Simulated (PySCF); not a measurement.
**cyclohexane: calculation against experiment**

**The experiment to reproduce.**

NIST CCCBDB Release 22 (SRD 101), experimental polarizabilities lists, for the gas: mean polarisability 11 Å³.

The results are set against them at the end.

Cyclohexane, C6H12.
SMILES with atom numbers: `[CH2:1]1[CH2:2][CH2:3][CH2:4][CH2:5][CH2:6]1` (hydrogens: H7, H8 on C1; H9, H10 on C2; H11, H12 on C3; H13, H14 on C4; H15, H16 on C5; H17, H18 on C6)

Cartesian coordinates in Å at the PBE0-D3(BJ)/def2-SVP level; atoms count from 1:
```xyz
18
C6H12 angstrom
C      1.316   -0.618   -0.155
C      1.166    0.835    0.288
C     -0.127    1.449   -0.242
C     -1.344    0.616    0.153
C     -1.193   -0.837   -0.289
C      0.100   -1.451    0.240
H      1.434   -0.650   -1.254
H      2.236   -1.055    0.267
H      2.035    1.429   -0.039
H      1.160    0.877    1.392
H     -0.237    2.485    0.118
H     -0.074    1.508   -1.344
H     -2.263    1.053   -0.269
H     -1.462    0.648    1.252
H     -2.063   -1.431    0.037
H     -1.187   -0.879   -1.394
H      0.210   -2.487   -0.120
H      0.046   -1.510    1.342
```

Runs made with PySCF (gas phase, on this PBE0-D3(BJ)/def2-SVP geometry; no spin–orbit coupling):

| level | job | basis functions | wall time |
| --- | --- | --- | --- |
| PBE0/def2-SVPD | 6 singlets by full TDDFT, polarisability, dynamic polarisability | 216 | 30 s |

Hardware: one thread of an Arm Neoverse V1, no GPU, on a shared host.

## Comparison

**Mean polarisability.** Measured: 11 Å³ (NIST CCCBDB Release 22 (SRD 101), experimental polarizabilities).

```json
{"level": "PBE0/def2-SVPD", "computed (Å³)": "10.42", "computed − measured (Å³)": "-0.58", "% (from the printed values)": "-5"}
```

The computed values are static and purely electronic, with core orbitals frozen in the response (1 au = 0.148185 Å³). The table of measured values doesn't say here whether a value is static or optical, or holds a vibrational part.

The geometry is computed, not the measured one. Where a level misses, the cause wasn't examined.
